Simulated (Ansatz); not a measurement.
PbO (Pbcm, No. 57) was calculated with r²SCAN-D4 (plane waves, PAW; Ansatz, a first-principles code).

Settings: plane-wave cutoff 560 eV, 8×6×6 k mesh (along the axes of the cell as run), Fermi–Dirac smearing 0.01 eV, scalar-relativistic PAW data made under PBE.

Computed at the level's own relaxed cell.

Question: What does this level give for the equilibrium volume per atom, band gap, direct gap at Γ and bulk modulus?

Answer: 
- equilibrium volume per atom: 19.66 Å³/atom
- band gap: 2.53 eV
- direct gap at Γ: 3.64 eV
- bulk modulus: 20.9 GPa

Note: the bulk modulus comes from volumes at which shape and atoms were relaxed.

Spin–orbit coupling is not included; with these elements it can move the gap by several tenths of an eV or more.

Computed values are for the static lattice.

It cost very roughly 40 core-minutes of CPU time.
